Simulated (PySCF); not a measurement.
## XPS shifts beside NMR shieldings

Species: C3H5N.
Numbering: `[H]/[N:4]=[CH:3]\[CH:2]=[CH2:1]`

Binding energies: PySCF, delta-SCF UKS SCAN, pcX-2 on the ionised atom, pcseg-1 elsewhere, spin-free X2C. Shieldings: GIAO PBE0/pcSseg-1, non-relativistic, same geometry.

```csv
atom,isotropic shielding (ppm)
C1,51.0
C2,38.2
C3,9.0
```

Task: What are the C 1s binding energies of these atoms?

Result: 
```json
{"atom": "C1", "environment": "terminal =CH2 carbon", "C 1s (eV)": "290.87", "isotropic shielding (ppm)": "51.0"}
{"atom": "C2", "environment": "alkene CH carbon", "C 1s (eV)": "291.21", "isotropic shielding (ppm)": "38.2"}
{"atom": "C3", "environment": "imine carbon", "C 1s (eV)": "292.12", "isotropic shielding (ppm)": "9.0"}
```

Task: Among the listed atoms, is the one with the highest binding energy also the least shielded?

Result: Yes: C3 has both (292.12 eV, 9.0 ppm).

By binding energy: C1 < C2 < C3. By shielding: C3 < C2 < C1.

The unrestricted hole states depart most from a pure doublet (⟨S²⟩ = 0.75; over 0.85 named) for C 1s of C2 (0.85) and C 1s of C3 (0.93), which makes these values less certain. Geometry: PBE0-D3(BJ)/def2-SVP, one conformer, isolated molecule.

Conformer computed: `[H]/[N:4]=[CH:3]\[CH:2]=[CH2:1]`: C1–C2–C3–N4 180°.
